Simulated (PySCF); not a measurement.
A run for PySCF: R-MP2/6-31G* on C2H9NO (a complex).

```python
from pyscf import gto, scf, dft, mp
from pyscf.data.elements import chemcore

mol = gto.M(
    atom='''
    O    -1.74049208    0.72886451   -0.00230995
    H    -0.76794808    0.75474451   -0.00735695
    C    -2.11024308   -0.63088149   -0.00708195
    H    -3.19649608   -0.68016149   -0.00283095
    H    -1.75697808   -1.16161749   -0.89643895
    H    -1.74965208   -1.16978649    0.87438405
    N     1.69001392    0.61743551   -0.01329695
    H     2.06063292    1.12521251    0.77983605
    H     2.06075692    1.08177451   -0.83255495
    C     2.16776592   -0.76859749    0.02416505
    H     1.77588092   -1.30262349   -0.83802695
    H     3.25447692   -0.87533249    0.02719905
    H     1.77563892   -1.25532749    0.91379705
    ''',
    basis='6-31g*',
    cart=True,
    charge=0, spin=0, verbose=3, max_memory=1800)
mf = scf.RHF(mol)
mf.conv_tol = 1e-8
mf.max_cycle = 100
mf.kernel()
if not mf.converged:
    mf = mf.newton().run(mf.mo_coeff, mf.mo_occ)
pt = mp.MP2(mf, frozen=chemcore(mol)).run()
```

It printed:

```
converged SCF energy = -210.252743093718
E(RMP2) = -210.86376104256  E_corr = -0.611017948841564
E(SCS-RMP2) = -210.859068583386  E_corr = -0.606325489667971
```

The calculation finished and met its thresholds.

Cost: about 1.2 core-seconds (a rough figure).
